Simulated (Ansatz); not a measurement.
Geometry optimisation, Ansatz, RKS PBE-D4/def2-SVP.

Input file:

```yaml
crystal:
  periodic: [false, false, false]
  atoms:
    - { symbol: B, position_ang: [0.032572, 0.257407, -0.018496] }
    - { symbol: H, position_ang: [-0.124322, 0.313893, 1.17411] }
    - { symbol: H, position_ang: [1.10046, 0.406913, -0.574516] }
    - { symbol: F, position_ang: [-1.062664, 0.150551, -0.771843] }
    - { symbol: S, position_ang: [0.331469, -2.684171, 0.85649] }
    - { symbol: H, position_ang: [-0.909468, -2.764833, 0.292074] }
    - { symbol: H, position_ang: [-0.016646, -1.51696, 1.52048] }
basis:
  gaussian: { orbitals: def2-SVP }
hamiltonian:
  xc: pbe
  dispersion: d4
relax:
  f_tol: 0.03
  max_steps: 50
output:
  orbitals: {}
```

Run as:

```bash
$ ansatz run input.yaml --threads 1 --pin off --max-ram 2048MiB --backend cpu --events-out ev --progress --plain --runs-dir out
```

Q: Where does it end, and by what steps?

A: The run converged. After 15 steps the energy has fallen by 0.271 eV; H7 moved furthest, 0.88 Å. Joined: B1–S5 (3.08 → 2.21 Å).

```csv
step,energy less start (eV),largest force component (eV/Å),accepted
0,0.0000,0.546,yes
1,-0.0276,0.473,yes
2,-0.0188,0.677,no
3,-0.0511,0.416,yes
4,-0.0802,0.450,yes
5,-0.1081,0.775,yes
6,-0.1667,0.316,yes
7,-0.1839,0.397,yes
8,-0.1883,0.463,yes
9,-0.1997,0.191,yes
10,-0.2097,0.046,yes
11,-0.2171,0.200,yes
12,-0.2194,0.656,yes
13,-0.2491,0.288,yes
14,-0.2679,0.085,yes
15,-0.2705,0.023,yes
```

```xyz
7
Properties=species:S:1:pos:R:3
B 0.032 0.072 0.042
H 0.314 0.696 1.061
H 0.868 -0.031 -0.850
F -1.283 0.065 -0.336
S 0.373 -1.935 0.902
H -0.235 -2.689 -0.059
H -0.717 -2.014 1.719
```

Whether the end is a true minimum wasn't checked by a vibrational analysis.

Time of the run: 26 s on 1 thread of Arm Neoverse V1, on a shared host, peak memory 0.13 GiB.
